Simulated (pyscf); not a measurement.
HO–B(OH)–Cl + hydrogen (H₂) → HO–BH–OH + hydrogen chloride (HCl) (four-centre exchange; singlet surface; B–Cl, H–H broken, B–H, Cl–H formed). Structures and frequencies: ωB97X-D3(BJ)/def2-SVP in PySCF. Energies in kcal/mol from the separated reactants.

```tsv
level	barrier	reaction energy
ωB97X-D3(BJ)/def2-TZVP	(withheld)	(withheld)
B3LYP-D3(BJ)/def2-TZVP	44.7	+14.9
PBE0-D3(BJ)/def2-TZVP	41.6	+15.5
M06-2X/def2-TZVP	(withheld)	+16.6
ωB97M-D3(BJ)/def2-TZVP	46.0	+14.9
HF/def2-TZVP	60.5	+12.0
```

Question: Fill in the missing entries.

Answer: 
- ωB97X-D3(BJ)/def2-TZVP, barrier: 47.1
- ωB97X-D3(BJ)/def2-TZVP, reaction energy: +15.8
- M06-2X/def2-TZVP, barrier: 47.2

The functionals in the table span 5.7 kcal/mol in this barrier, from PBE0-D3(BJ) to M06-2X. On the product side the descent ends in a complex (not fully relaxed), 5.1 kcal/mol under the separated species and 36.4 kcal/mol under the saddle at ωB97X-D3(BJ)/def2-TZVP. This is the saddle that the search found; another between the same sides may lie lower.
